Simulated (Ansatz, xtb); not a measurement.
## A geometry optimisation of BClH3Si+ with r2SCAN-D4/def2-SVP

The starting geometry of this gas-phase singlet has its atoms placed at random.

| atom | x (Å) | y (Å) | z (Å) |
| --- | --- | --- | --- |
| B | 1.1233 | 0.6719 | 1.2058 |
| Cl | -0.5214 | 0.8069 | -0.7847 |
| Si | 0.1643 | -1.0150 | 1.4213 |
| H | -1.1828 | 1.6996 | 0.4210 |
| H | -0.7667 | -0.0489 | 1.4503 |
| H | 0.7520 | 0.3134 | 0.0488 |

Guess where an optimisation with r2SCAN-D4/def2-SVP ends from this start.

It ends as a structure with Cl2 bridging B1 and H4, given below by its coordinates. Distances that change by over a tenth: Cl2–H4 (1.64 → 1.32 Å), Si3–H5 (1.34 → 1.91 Å). Contacts that open: Cl2–H6 (1.60 → 2.69 Å). Contacts that close: B1–Cl2 (2.59 → 1.85 Å), B1–H5 (2.04 → 1.27 Å).

The energy falls by 6.59 eV over 18 steps:

| step | E − E(last) (eV) |
| --- | --- |
| 1 | 6.591 |
| 3 | 3.510 |
| 5 | 2.634 |
| 7 | 1.966 |
| 9 | 1.308 |
| 10 | 0.778 |
| 12 | 0.134 |
| 14 | 0.019 |
| 16 | 0.001 |
| 18 | 0.000 |

Final geometry (Å):

```xyz
6

B     0.2226    0.3919    0.8165
Cl   -0.3364    1.9446   -0.0283
Si    1.2401   -0.7724    1.8256
H    -1.4604    1.6073   -0.6265
H    -0.5490   -0.1199    1.6818
H     0.4518   -0.6235    0.0934
```

From the same start GFN2-xTB ends elsewhere, differing in B1–H5 (3.26 against 1.27 Å here), Si3–H5 (1.46 against 1.91 Å here).

From so rough a start the end depends on the optimiser's path, so another program may land elsewhere. The end wasn't checked by frequencies. Run with Ansatz 0.2.0, 72 s on 1 thread of AMD EPYC (Zen 3) (shared host).
